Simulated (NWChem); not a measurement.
**Correlation energy of formaldehyde (CH2O)**

```xyz
4

C      0.0000     0.0000     0.5228
O      0.0000     0.0000    -0.6733
H     -0.9444     0.0000     1.1247
H      0.9444     0.0000     1.1247
```
Charge 0, spin multiplicity 1.

Everything below was run with NWChem. Structure: optimised with PBE0/def2-SVP, a minimum by its harmonic frequencies.

Basis set: 6-311G**. Each correlation energy counts from its own Hartree-Fock reference.

The correlated methods keep 2 core orbitals frozen. The Pople sets run with spherical d functions. Coupled-cluster values serve here as a point of comparison, not as the truth.

Task: For the correlation energy, MP2 gives -337.0 mHa and SCS-MP2 gives -332.0 mHa. What do CR-CCSD[T], CR-CCSD(T), CCSD give?

Result: CR-CCSD[T]: -361.0 mHa; CR-CCSD(T): -360.2 mHa; CCSD: -350.1 mHa.
